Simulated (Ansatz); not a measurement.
# [SiH$_{3}$···H···CH$_{3}$], doublet along the distance Si1-H5

Starting geometry:

```xyz
9

Si   -0.9346    0.0000    0.0000
H    -1.4294    1.3997    0.0000
H    -1.4294   -0.6999    1.2122
H    -1.4294   -0.6999   -1.2122
H     0.5501    0.0000    0.0000
C     1.9964    0.0000    0.0000
H     1.9964   -1.0800    0.0000
H     1.9964    0.5400    0.9353
H     1.9964    0.5400   -0.9353
```

From there H5 is moved from one fragment to the other while all else, the fragments' distance too, stays fixed; atoms are numbered as listed. Energies are in kJ/mol, counted from the starting geometry at the same level. Kohn–Sham curves are unrestricted where that lies lower.

Basis cc-pVDZ; Ansatz 0.2.0. Only valence electrons are correlated (noble-gas cores frozen). R marks a restricted (for open shells ROHF) determinant, U an unrestricted one.

In so small a basis the reference is far from its limit while semilocal and hybrid functionals are nearer theirs (RPA and double hybrids share much of the reference's basis error), so the functionals' errors here hold much of the reference's basis and frozen-core error, which can add to them or hide them.

Full CI isn't at hand for all of this; UCCSDT(Q) serves as the reference, and is uncertain by about the last step of the cluster series.

| distance Si1-H5 (Å) | UCCSDT(Q) | PBE | BLYP | r2SCAN | PBE0 | B3LYP | wB97M-V | B2PLYP | RPA-PBE |
| --- | --- | --- | --- | --- | --- | --- | --- | --- | --- |
| 1.485 | 0.0 | 0.0 | 0.0 | 0.0 | 0.0 | 0.0 | 0.0 | 0.0 | 0.0 |
| 1.536 | -1.7 | -6.5 | -4.8 | -4.2 | -4.5 | -3.4 | -3.1 | -2.5 | -2.8 |
| 1.637 | -3.5 | -14.3 | -9.9 | -8.8 | -10.1 | -7.2 | -7.7 | -5.5 | -6.2 |
| 1.739 | -4.5 | -16.1 | -10.2 | -9.6 | -12.0 | -7.9 | -10.8 | -6.9 | -7.6 |
| 1.841 | 4.1 | -4.6 | 1.6 | 0.7 | -2.6 | 2.0 | -3.8 | 1.6 | 2.0 |

Q: Judged by the spread of the error over the points with a reference (largest less smallest), which of these follows UCCSDT(Q) best and which worst?

A: Subtracting the UCCSDT(Q) column from each: best B2PLYP (errors from -2.5 to 0.0, spread 2.5 kJ/mol), worst PBE (from -11.6 to 0.0, spread 11.6 kJ/mol). Functionals and wave-function methods converge differently with the basis, so part of this is basis effect.
